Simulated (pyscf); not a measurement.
# Insertion: :HC–F (SMILES [CH]F) [singlet] + Cl–Cl (SMILES ClCl) → F–CH(Cl)–Cl (SMILES FC(Cl)Cl)

Gas phase, singlet surface, charge 0. Bonds broken: Cl4–Cl5. Bonds formed: C2–Cl4, C2–Cl5. Single points on ωB97X-D3(BJ)/def2-SVP structures (PySCF, gas phase). Correlated levels are frozen-core, on RHF or UHF. ΔMP2 is the change of the MP2 total energy from the triple- to the quadruple-zeta basis.

Transition state (Å):

```xyz
5

F      0.2614     0.1388     0.7419
C     -0.9685    -0.2439     0.7797
H     -1.0397    -1.2966     1.1356
Cl    -2.7820     0.2858    -0.7409
Cl    -1.1054    -1.2457    -1.3731
```

One imaginary mode, 711i cm⁻¹; descent along it reached the two sides named.

```json
[
 {"bond": "Cl4–Cl5", "change": "breaks", "reactant side (Å)": "2.020", "saddle": "2.357", "product side": "2.9"},
 {"bond": "C2–Cl4", "change": "forms", "reactant side (Å)": "3.4", "saddle": "2.425", "product side": "1.763"},
 {"bond": "C2–Cl5", "change": "forms", "reactant side (Å)": "3.0", "saddle": "2.378", "product side": "1.764"}
]
```

Electronic energies relative to the separated reactants (kcal/mol):

```tsv
level	barrier	reaction energy	reverse barrier
ωB97X-D3(BJ)/def2-TZVP	35.6	-109.2	144.8
r²SCAN/def2-TZVP	14.3	-114.1	128.4
B3LYP-D3(BJ)/def2-TZVP	22.2	-105.7	127.9
PBE0-D3(BJ)/def2-TZVP	23.7	-113.6	137.4
M06-2X/def2-TZVP	33.7	-108.8	142.4
ωB97M-D3(BJ)/def2-TZVP	34.3	-105.8	140.1
HF/def2-TZVP	59.6	-96.7	156.4
MP2/def2-QZVPP	38.9	-115.8	154.7
CCSD/def2-TZVPP	38.3	-105.1	143.5
CCSD(T)/def2-TZVPP	21.8	-106.2	128.0
CCSD(T)/def2-TZVPP + ΔMP2(QZVPP)	21.7	-106.4	128.1
```

With CCSD(T)/def2-TZVPP + ΔMP2(QZVPP) energies and thermal terms (ideal gas, 1 atm, RRHO with modes under 100 cm⁻¹ raised to 100, one conformer, R ln 2 for rigid chiral ones), in kcal/mol:

```json
[
 {"T (K)": "298", "ΔH‡": "22.5", "ΔG‡": "31.9", "ΔH": "-102.7", "ΔG": "-91.7"},
 {"T (K)": "600", "ΔH‡": "22.6", "ΔG‡": "41.3", "ΔH": "-102.7", "ΔG": "-80.4"},
 {"T (K)": "900", "ΔH‡": "22.9", "ΔG‡": "50.6", "ΔH": "-102.3", "ΔG": "-69.4"},
 {"T (K)": "1200", "ΔH‡": "23.1", "ΔG‡": "59.8", "ΔH": "-101.7", "ΔG": "-58.5"}
]
```

From the product side, F–CH•–Cl + Cl• lies, by one bond made or cut, 57.7 kcal/mol under this saddle at ωB97M-D3(BJ). This is the saddle that the search found; another between the same sides may lie lower. 2 of the closed-shell references are unstable towards spin polarisation; treat their single-reference values with care. The CCSD(T) − MP2 part came from Ansatz, without density fitting, on the same reference. The largest closed-shell T1 diagnostic is 0.106, which may signal static correlation.
